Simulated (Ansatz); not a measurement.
Write a Python script for Ansatz's Python interface that makes a composite energy at a relaxed geometry of ClSi. Settings (for the species named): PBE0, def2-SVP basis, multiplicity 2, D3BJ dispersion.

```json
{"atom": "Si", "x (Å)": "0.0000", "y (Å)": "0.0000", "z (Å)": "0.0000"}
{"atom": "Cl", "x (Å)": "0.0000", "y (Å)": "0.0000", "z (Å)": "2.0850"}
```

`run_composite.py`:
```python
'''A composite energy for ClSi: DFT geometry, MP2 basis limit, coupled-cluster correction.'''

import ansatz
import numpy as np

geometry = (
    ansatz.Crystal.molecule()
    .atom('Si', (0.0, 0.0, 0.0))
    .atom('Cl', (0.0, 0.0, 2.085))
)

base = geometry.calculation()
base = base.basis(gaussian='def2-SVP')
base = base.functional('pbe0', dispersion='d3bj')
base = base.spin('collinear', total=1)
symbols = [site.symbol for site in geometry.cartesian_sites]
start = np.array([site.position_ang for site in geometry.cartesian_sites], dtype=float)
rep = base.relax(force_tolerance=0.01).run(threads=1, backend='cpu').report
end = np.array(rep['positions_ang'])
print('final positions (A) and the move of each atom')
for symbol, xyz, old in zip(symbols, end, start):
    print(f'{symbol:2s} {xyz[0]:10.5f} {xyz[1]:10.5f} {xyz[2]:10.5f}   {np.linalg.norm(xyz - old):7.4f}')

minimum = ansatz.Crystal.molecule()
for symbol, place in zip(symbols, end):
    minimum = minimum.atom(symbol, place.tolist())
at_minimum = minimum.calculation().spin('collinear', total=1)
# MP2 extrapolated to the basis limit, plus the small-basis difference CCSD(T) - MP2
level = lambda method, basis: at_minimum.basis(gaussian=basis).correlation(method).run(threads=1, backend='cpu').report
small, large, cluster = level('mp2', 'cc-pVDZ'), level('mp2', 'cc-pVTZ'), level('ccsd_t', 'cc-pVDZ')
corr = lambda each: (each['free_energy_ev'] - each['reference_energy_ev']) / 27.211386246
mp2_limit = (27 * corr(large) - 8 * corr(small)) / 19
pieces = {'HF / cc-pVTZ': large['reference_energy_ev'] / 27.211386246, 'MP2 correlation, DZ-TZ limit': mp2_limit, 'CCSD(T) - MP2 / cc-pVDZ': corr(cluster) - corr(small)}
for name, value in pieces.items():
    print(f'{name:32s} {value:14.6f} Ha')
print(f'{"sum":32s} {sum(pieces.values()):14.6f} Ha')
print('T1 diagnostic', round(cluster['correlation']['coupled_cluster']['t1_diagnostic'], 4))
```

Running `python run_composite.py` prints:
```text
final positions (A) and the move of each atom
Si    0.00000    0.00000    0.00000    0.0000
Cl    0.00000    0.00000    2.08500    0.0000
HF / cc-pVTZ                        -748.453330 Ha
MP2 correlation, DZ-TZ limit          -0.289568 Ha
CCSD(T) - MP2 / cc-pVDZ               -0.033068 Ha
sum                                 -748.775966 Ha
T1 diagnostic 0.0178
```

Total energies depend on the basis set; only differences at equal settings carry meaning. The sum leaves out core correlation, relativity, the Hartree-Fock basis error and zero-point energy; a DZ-TZ extrapolation is rough. The species is open-shell (spin multiplicity 2). Inner cores stay frozen, so this is valence correlation. For Al to Cl the sets with a tight d function, cc-pV(X+d)Z, are usual. The spin state was assumed, and another may lie lower. An extrapolation from small basis sets is rough. Timing: 3.5 s on 1 thread of Arm Neoverse V1, on a shared host, peak memory 0.19 GiB.
